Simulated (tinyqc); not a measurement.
Stretching all distances: RHF, UHF, MP2, CISD and CCSD against full CI in the sto-3g basis, for BH2+, spin multiplicity 1. Computed by the program tinyqc with PySCF. Command: `OMP_NUM_THREADS=1 python tinyqc.py 110159 110160 out.jsonl`; one thread of a shared host (Intel(R) Xeon(R) Processor @ 2.60GHz), about 10 s.

Geometry (angstrom):
```
atom       x        y       z
B     0.0000   0.0000  0.0000
H     0.0000   1.0230  0.4850
H     0.0000  -1.0230  0.4850
```

All coordinates are multiplied by the scale. c0^2 is the weight of the RHF determinant in the lowest singlet FCI state (UHF is spin-contaminated and may lie near states of higher spin) and n(LUMO) the first natural occupation beyond the occupied space.

Full CI energy (hartree) and errors against it (kcal/mol):
```
scale  distance 1-2 (angstrom)     E(FCI)      RHF     UHF     MP2    CISD   CCSD  <S^2> UHF   c0^2  n(LUMO)
0.860                    0.974  -25.08997   20.237  20.237   6.003   0.331  0.178      0.000  0.980    0.014
1.080                    1.223  -25.18421   28.788  28.788   9.699   0.743  0.360      0.000  0.964    0.031
1.300                    1.472  -25.14074   42.490  42.490  16.136   1.864  0.836      0.000  0.931    0.071
1.520                    1.721  -25.06344   62.752  52.533  26.545   4.530  1.886      0.660  0.862    0.167
1.740                    1.970  -24.99746   91.673  43.025  42.645   9.554  3.012      1.064  0.722    0.388
1.960                    2.219  -24.96208  129.392  36.398  62.339  15.759  2.610      1.156  0.526    0.698
```

UHF parts from RHF first at scale 1.52 of those listed, where <S^2> leaves zero. The weight c0^2 goes from 0.98 to 0.53 and n(LUMO) from 0.01 to 0.70: static correlation grows as the bonds break into open-shell fragments. The spread of the error along the curve, which distorts its shape, is CCSD 2.8, CISD 15.4, UHF 32.3, MP2 56.3, RHF 109.2 kcal/mol. The table stops here: at scale 2.18 and beyond, the reference weight falls under 0.45 or RHF, UHF or CCSD hop between solutions, so those rows were left out and the spreads given cover only the rows shown. As computed, partly on other solutions, the errors there reach in size RHF 214, UHF 38, MP2 70, CISD 26, CCSD 2 kcal/mol.
